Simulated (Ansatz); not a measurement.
Reaction (isomerisation): `C=C(C)CCC` → `CCC=C(C)C`

Calculated with Ansatz (gas phase, PBE0-D4/def2-TZVP geometries, no zero-point term in ΔE). CBS: MP2 limit from def2 TZ/QZ plus the TZ coupled-cluster correction, frozen cores. Functionals use def2-TZVPP. B3LYP here is the variant with VWN-RPA as its local correlation; programs differ in this. HSE06 is defined as in plane-wave codes. One conformer a species, not always the lowest.

```csv
level,ΔE (kJ/mol),difference from CCSD(T)/CBS
PBE-D4,-9.0,-5.3
revPBE-D4,-8.0,-4.3
BLYP-D4,-7.5,-3.8
r2SCAN-D4,-7.0,-3.3
B97M-V,-7.2,-3.5
PBE0-D4,-7.8,-4.1
B3LYP-D4,-6.8,-3.1
r2SCANh-D4,-6.8,-3.1
r2SCAN0-D4,-6.5,-2.8
HSE06-D4,-7.9,-4.2
CAM-B3LYP-D4,-5.8,-2.1
ωB97X-V,-4.5,-0.8
ωB97M-V,-4.4,-0.7
B2PLYP,-6.2,-2.5
PBE,-9.3,-5.6
revPBE,-9.3,-5.6
BLYP,-8.4,-4.7
r2SCAN,-7.1,-3.4
PBE0,-8.1,-4.4
B3LYP,-7.4,-3.7
r2SCANh,-6.8,-3.1
HSE06,-8.2,-4.5
BHLYP,-5.6,-1.9
CAM-B3LYP,-6.1,-2.4
LC-ωPBE,-6.5,-2.8
RPA@PBE/def2-TZVPP,-2.2,1.5
HF/def2-SVP,-4.0,-0.3
MP2/def2-SVP,-5.7,-2.0
CCSD/def2-SVP,-4.0,-0.3
HF/def2-TZVPP,-2.4,1.3
MP2/def2-TZVPP,-5.2,-1.5
SCS-MP2/def2-TZVPP,-4.3,-0.6
CCSD/def2-TZVPP,-3.4,0.3
CCSD(T)/def2-TZVPP,-3.8,-0.1
HF/def2-QZVPP,-2.4,1.3
MP2/def2-QZVPP,-5.1,-1.4
SCS-MP2/def2-QZVPP,-4.2,-0.5
HF/CBS(def2),-2.3,1.4
MP2/CBS(def2),-5.1,-1.4
CCSD/CBS(def2),-3.3,0.4
CCSD(T)/CBS,-3.7,0
```

Largest T1 diagnostic among the species: 0.009.

Leaving LDA and LC-ωPBE aside and taking each functional with its dispersion term where it has one, the values spread over 4.6 kJ/mol, from PBE-D4 to ωB97M-V.
